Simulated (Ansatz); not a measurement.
Results of r²SCAN (plane waves, PAW; Ansatz, an electronic-structure program) for fcc Al.

A relaxed, unreconstructed slab of the (211) face has 24 atoms, two equal faces of 19.528 Å² each and an energy of -12967.2399 eV. A bulk cell of 6 atoms with the same orientation and in-plane k mesh has -3242.4653 eV. Energies are extrapolated to zero smearing.

Settings: plane-wave cutoff 500 eV, 8×20×1 k mesh (along the axes of the cell as run), Fermi–Dirac smearing 0.1 eV, scalar-relativistic PAW data made under PBE.

Worked out: γ = (E_slab − N E_bulk per atom)/2A = [-12967.2399 − 24 × (-3242.4653/6)]/(2 × 19.528) = 0.0671 eV/Å². With 16.022 J/m² per eV/Å² this is 1.08 J/m², or 1.31 eV per surface cell and face.
